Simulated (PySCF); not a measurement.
Homolysis of single bonds, series Si F-Cl. All species are isolated molecules in the gas phase. Strings in code marks are SMILES.

Calculation: B3LYP-D3(BJ)/def2-TZVP (PySCF). All candidates: neutral, multiplicity 2. B3LYP has the VWN-RPA correlation part, as in Gaussian. 

The dipole moment is 0.00 D and the highest occupied spin orbital comes out as -12.17 eV.

### Question
Identify which member has these values.
(A) `[F]`
(B) `F[Si](F)F`
(C) `[Cl]`
(D) `F[Si](F)Cl`

### Answer
A, `[F]`. The others give `F[Si](F)Cl`: 1.07 D, -7.30 eV; `F[Si](F)F`: 1.22 D, -7.62 eV; `[Cl]`: 0.00 D, -9.27 eV
